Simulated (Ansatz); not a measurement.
in.yaml

```yaml
crystal:
  periodic: [false, false, false]
  atoms:
    - {symbol: B, position_ang: [0.088864, -0.337362, 1.725215]}
    - {symbol: N, position_ang: [-0.076010, 0.444618, 0.552908]}
    - {symbol: S, position_ang: [0.000610, -0.082566, -0.912469]}
    - {symbol: H, position_ang: [0.083719, 0.066545, 2.840052]}
basis:
  gaussian: {orbitals: cc-pVDZ}
magnetization: {spin_polarized: false, initial_magnetization: 3}
hamiltonian: {xc: {name: PBE}}
correlation: {method: ccsd_t, electrons: all}
```

```sh
$ ansatz run in.yaml --threads 1 --pin off --events-out ev --progress --plain --max-ram 2393MiB
```

Output:

```
505 factors; integrals over basis functions are off by at most 1.2e-3 eV
mean field evaluation 1: about -12998.7322 eV, gradient 5.4e1 eV
mean field evaluation 2: about -12998.7263 eV, gradient 5.4e1 eV
mean field evaluation 4: about -13005.6036 eV, gradient 1.9e1 eV
mean field evaluation 8: about -13006.8564 eV, gradient 3.2e-1 eV
mean field evaluation 16: about -13006.8566 eV, gradient 6.7e-5 eV
mean field evaluation 32: about -12993.7239 eV, gradient 1.8e1 eV
mean field -13006.85655602 eV, -477.9931620696 hartree, gradient 8.0e-6 eV, S^2 3.750000; 0 other end points of the search recorded, 0 dependent functions left out
mean field evaluation 64: about -12982.6404 eV, gradient 6.5e0 eV
reference -12983.02880859 eV, -477.1175085028 hartree; 16, 13 occupied and 35, 38 virtual orbitals, 505 factors
second order -10.12343551 eV of doubles, -0.65129408 eV of singles
cycle   1  -10.35282244 eV  change    4.2e-1 eV  update   9.3e-2
cycle   2  -10.71680127 eV  change   -3.6e-1 eV  update   3.1e-2
cycle   3  -10.79182397 eV  change   -7.5e-2 eV  update   8.8e-3
cycle   4  -10.79468830 eV  change   -2.9e-3 eV  update   3.4e-3
cycle   5  -10.79579579 eV  change   -1.1e-3 eV  update   1.5e-3
cycle   6  -10.79561491 eV  change    1.8e-4 eV  update   5.9e-4
cycle   7  -10.79572940 eV  change   -1.1e-4 eV  update   2.0e-4
cycle   8  -10.79579404 eV  change   -6.5e-5 eV  update   8.4e-5
cycle   9  -10.79578036 eV  change    1.4e-5 eV  update   3.8e-5
cycle  10  -10.79578083 eV  change   -4.7e-7 eV  update   2.0e-5
perturbative correction -0.43371197 eV, -0.0159386210 hartree
Total energy: -12994.25830140 eV, -477.5301847517 hartree
```

Ran on 1 thread of AMD EPYC 7B13, shared host: 7 s wall, 0.25 GiB peak host memory.
